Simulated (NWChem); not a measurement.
**doublet [Li2]+: levels of theory compared**

Aim: a comparison of 3 runs (U-wB97X/aug-cc-pVTZ, UB2PLYP/aug-cc-pVTZ, UCAM-B3LYP/aug-cc-pVTZ) of doublet [Li2]+. 

Program for the calculation: NWChem 7.3.0.

1 further run of the same task is left out (it didn't finish).

## (1) The system as given

The species is [Li2]+ (2 atoms), meant as a doublet with charge +1. SMILES of the parent species: `[Li][Li]`. The bond length is the one measured for the parent species. That shape belongs to the parent species and isn't relaxed for this state.

Bond lengths: Li1–Li2 2.673 Å.

## (2) The energy at U-wB97X/aug-cc-pVTZ (run 1)

File li2.nw:

```
START li2
TITLE "Li2 wB97X"
memory 2200 mb
charge 1

GEOMETRY units angstrom noautosym nocenter noautoz
  Li    0.000000    0.000000    0.000000
  Li    0.000000    0.000000    2.672900
END

BASIS spherical bse
  * library aug-cc-pVTZ
END

DFT
  xc wb97x
  mult 2
  grid fine
  convergence energy 1e-08
  maxiter 100
  mulliken
END

TASK dft energy
```

Launch:

```
$ nwchem li2.nw > li2.out
```

Standard output:

```text
[...]
          Wavefunction type:  spin polarized.
          No. of atoms     :     2
          No. of electrons :     5
[...]
          Charge           :     1
          Spin multiplicity:     2
[...]
          AO basis - number of functions:    92
[...]
              XC Information
              --------------
                       wb97x  Method XC Functional
                     Hartree-Fock (Exact) Exchange  1.000
                         wb97x Exchange Functional  1.000
                      wb97x Correlation Functional  1.000
[...]
 d= 0,ls=0.0,diis     1    -14.7951675751 -1.66D+01  5.33D-03  2.30D-02     3.2
[...]
 d= 0,ls=0.0,diis     8    -14.8083903389 -1.04D-10  4.11D-08  1.66D-12    24.7
[...]
         Total DFT energy =      -14.808390338890
      One electron energy =      -21.861297555531
           Coulomb energy =        8.856377582629
    Exchange-Corr. energy =       -3.585278604604
 Nuclear repulsion energy =        1.781808238616
[...]
      Total Density - Mulliken Population Analysis
     ---------------------------------------------
    Atom       Charge   Shell Charges
 -----------   ------   -------------------------------------------------------
    1 Li   3     2.50   2.03 -0.05  0.24  0.10 -0.00  0.07  0.09  0.00  0.00  0.00  0.01  0.00  0.00 -0.00
    2 Li   3     2.50   2.03 -0.05  0.24  0.10 -0.00  0.07  0.09  0.00  0.00  0.00  0.01  0.00  0.00 -0.00
[...]
      <S2> =      0.7500 (Exact =     0.7500)
[...]
```

Run time: 26 s. Hardware: 1 thread of Intel Xeon 6975P-C (Granite Rapids), shared host; peak memory 0.11 GiB.

## (3) A single-point energy at UB2PLYP/aug-cc-pVTZ (run 2)

File li2.nw:

```
start li2
memory total 2200 mb
charge 1

geometry units atomic noautosym nocenter noautoz
   Li   0.00000000   0.00000000   0.00000000
   Li   0.00000000   0.00000000   5.05104896
end

basis "ao basis" spherical bse
   * library aug-cc-pVTZ
end

dft
   xc hfexch 0.53 becke88 0.47 lyp 0.73 mp2 0.27
   dftmp2 semidirect
   mult 2
   grid fine
   convergence energy 1e-08
   iterations 100
   mulliken
end

task dft
```

Launch:

```
$ nwchem li2.nw > li2.out
```

Standard output:

```text
[...]
          Wavefunction type:  spin polarized.
          No. of atoms     :     2
          No. of electrons :     5
[...]
          Charge           :     1
          Spin multiplicity:     2
[...]
          AO basis - number of functions:    92
[...]
              XC Information
              --------------
                     Hartree-Fock (Exact) Exchange  0.530
                    Becke 1988 Exchange Functional  0.470
              Lee-Yang-Parr Correlation Functional  0.730
[...]
 d= 0,ls=0.0,diis     1    -14.7685595684 -1.66D+01  5.28D-03  2.69D-02     0.8
[...]
 d= 0,ls=0.0,diis     7    -14.7813706284 -2.14D-10  4.01D-08  7.55D-13     4.9
[...]
         Total DFT energy =      -14.781370628364
      One electron energy =      -21.853486353926
           Coulomb energy =        8.838370073169
    Exchange-Corr. energy =       -3.548062457422
 Nuclear repulsion energy =        1.781808109815
[...]
      Total Density - Mulliken Population Analysis
     ---------------------------------------------
    Atom       Charge   Shell Charges
 -----------   ------   -------------------------------------------------------
    1 Li   3     2.50   2.01 -0.03  0.29  0.09 -0.00  0.07  0.08 -0.01  0.00  0.00  0.01 -0.00  0.00 -0.00
    2 Li   3     2.50   2.01 -0.03  0.29  0.09 -0.00  0.07  0.08 -0.01  0.00  0.00  0.01 -0.00  0.00 -0.00
[...]
      <S2> =      0.7500 (Exact =     0.7500)
[...]
  Basis functions       =     92
[...]
```

Wall time 7.8 s (1 thread of Intel Xeon 6975P-C (Granite Rapids), shared host); peak memory 0.15 GiB.

## (4) A single-point energy at UCAM-B3LYP/aug-cc-pVTZ (run 3)

File run.py:

```python
from ase import Atoms
from ase.calculators.nwchem import NWChem

system = Atoms(['Li', 'Li'], positions=[
    [0.000000, 0.000000, 0.000000],
    [0.000000, 0.000000, 2.672900],
])

calc = NWChem(
    label='li2',
    theory='dft',
    memory='2200 mb',
    basis='aug-cc-pVTZ',
    basispar='spherical bse',
    charge=1,
    dft={'xc': 'xcamb88 1.00 lyp 0.81 vwn_5 0.19 hfexch 1.00', 'cam': '0.33 cam_alpha 0.19 cam_beta 0.46', 'mult': '2', 'grid': 'fine', 'convergence': 'energy 1e-08', 'direct': None, 'iterations': '100', 'mulliken': None},
    task='energy',
)
system.calc = calc

e = system.get_potential_energy()
print(f"E = {e:.6f} eV")
```

Launch:

```
$ export ASE_NWCHEM_COMMAND="nwchem PREFIX.nwi > PREFIX.nwo"
$ python run.py
```

Standard output:

```text
E = -402.206781 eV
```

The calculator wrote li2.nwi:

```
title "li2"

permanent_dir li2

scratch_dir li2

start li2

geometry units angstrom nocenter noautosym noautoz
  Li 0.0000000000000000e+00 0.0000000000000000e+00 0.0000000000000000e+00
  Li 0.0000000000000000e+00 0.0000000000000000e+00 2.6728999999999998e+00
end

charge 1

memory 2200 mb

basis spherical bse noprint
   * library aug-cc-pVTZ
end

dft
  xc xcamb88 1.00 lyp 0.81 vwn_5 0.19 hfexch 1.00
  cam 0.33 cam_alpha 0.19 cam_beta 0.46
  mult 2
  grid fine
  convergence energy 1e-08
  direct
  iterations 100
  mulliken
end

task dft energy
```

li2.nwo:

```text
Northwest Computational Chemistry Package (NWChem) 7.3.0
             --------------------------------------------------------

           Job information
           ---------------

    nwchem branch   = 7.3.0
    use scalapack   = T
    input           = li2.nwi
    prefix          = li2.
    data base       = li2/li2.db
    status          = startup
    nproc           =        1

           Memory information
           ------------------

    heap     =     72089596 doubles =      550.0 Mbytes
    stack    =     72089601 doubles =      550.0 Mbytes
    global   =    144179200 doubles =     1100.0 Mbytes (distinct from heap & stack)
    total    =    288358397 doubles =     2200.0 Mbytes
    verify   = yes
    hardfail = no

[... 71 lines left out ...]
  convergence criterion.
[... 18 lines left out ...]
          Convergence on gradient requested:  5.00D-04
[... 29 lines left out ...]
          Convergence aids based upon iterative change in
[... 30 lines left out ...]
 1-e energy   =     -19.120940
[... 41 lines left out ...]
         Total DFT energy =      -14.780826711622
[... 2 lines left out ...]
    Exchange-Corr. energy =       -3.538019496035
[... 673 lines left out ...]
                     DFT Final Beta Molecular Orbital Analysis
[... 750 lines left out ...]
 center of mass
 --------------
 x =   0.00000000 y =   0.00000000 z =   2.52552430

 moments of inertia (a.u.)
 ------------------
          89.499926412540           0.000000000000           0.000000000000
           0.000000000000          89.499926412540           0.000000000000
           0.000000000000           0.000000000000           0.000000000000

     Multipole analysis of the density
     ---------------------------------

     L   x y z        total         alpha         beta         nuclear
     -   - - -        -----         -----         ----         -------
     0   0 0 0      1.000000     -3.000000     -2.000000      6.000000

     1   1 0 0     -0.000000     -0.000000      0.000000      0.000000
[... 8 lines of this table left out ...]
     2   0 0 2     15.670638    -35.031815    -25.836823     76.539276

 Task  times  cpu:       21.5s     wall:       21.5s
 Total times  cpu:       21.5s     wall:       21.5s
```

Wall time 23 s (1 thread of Intel Xeon 6975P-C (Granite Rapids), shared host); peak memory 0.1 GiB.

## (5) All runs side by side

```csv
run,level,frozen core orbitals,energy (Eh),HOMO energy (eV),LUMO energy (eV),⟨S²⟩,wall time
1,U-wB97X/aug-cc-pVTZ,–,-14.808390,-11.55,-3.51,0.750,26 s
2,UB2PLYP/aug-cc-pVTZ,0,-14.788661,-10.44,-5.64,0.750,7.8 s
3,UCAM-B3LYP/aug-cc-pVTZ,–,-14.780827,-10.81,-6.07,0.750,23 s
```

## (6) Summary of results

```
                                 quantity         value
                      run 3: total energy  -14.78083 Eh
run 3: HOMO energy (highest over α and β)     -10.81 eV
 run 3: LUMO energy (lowest over α and β)      -6.07 eV
                              run 3: ⟨S²⟩         0.750
```

Totals of different functionals can't be ranked against each other. All runs together took 56 s, the longest 26 s.
